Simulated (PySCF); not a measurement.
SiCl under electron impact: the energy ladder

CCSD(T) in PySCF with def2-TZVPPD on every atom, for the lowest determinant that a PBE0 search found; no spin–orbit coupling.

```
species  state (unpaired electrons)  Re (Å)  ωe (cm⁻¹)  energy of the minimum from the neutral (eV)  De (eV)  dissociates to
   SiCl               doublet (π ↑)   2.075        531                                         0.00     4.21         Si + Cl
  SiCl⁺      singlet (closed shell)   1.959        674                                         7.25     5.07        Si⁺ + Cl
  SiCl⁻              triplet (π ↑↑)   2.264        355                                        -1.15     1.91        Si + Cl⁻
```

Q: Work out the lowest energy to break SiCl into atoms, from its vibrational ground state.

A: D0 = De − ωe/2 = 4.21 − 0.03 = 4.18 eV (CCSD(T)/def2-TZVPPD).

Q: Work out the ionisation energy of the Si atom at this level and the threshold of dissociative ionisation.

A: IE(Si) = 7.25 + 5.07 − 4.21 = 8.11 eV, so Si⁺ + Cl + e⁻ appears at D0 + IE(Si) = 12.29 eV (CCSD(T)/def2-TZVPPD). The measured IE(Si) is 8.152 eV (NIST ASD).

Q: Work out the electron affinity of the Cl atom and the threshold of dissociative attachment.

A: EA(Cl) = 4.21 − 1.91 − (-1.15) = 3.45 eV, so Si + Cl⁻ needs D0 − EA(Cl) = 0.73 eV (CCSD(T)/def2-TZVPPD). The measured EA(Cl) is 3.613 eV.

Q: At which energy does ion-pair formation open?

A: Si⁺ + Cl⁻ lies at D0 + IE(Si) − EA(Cl) = 8.84 eV (CCSD(T)/def2-TZVPPD).

These are thermodynamic thresholds; the onsets seen under electron impact lie higher where the geometry changes, and cross-sections peak well above them.

Correlated steps freeze 10 core orbitals. For an ion De counts to the pair picked by the measured ionisation energies or electron affinities, which need not be the lowest pair at this level. Where the molecule has an RHF reference, its open-shell atoms are computed with UHF. States were picked by a PBE0 search and need not be the measured ground states.
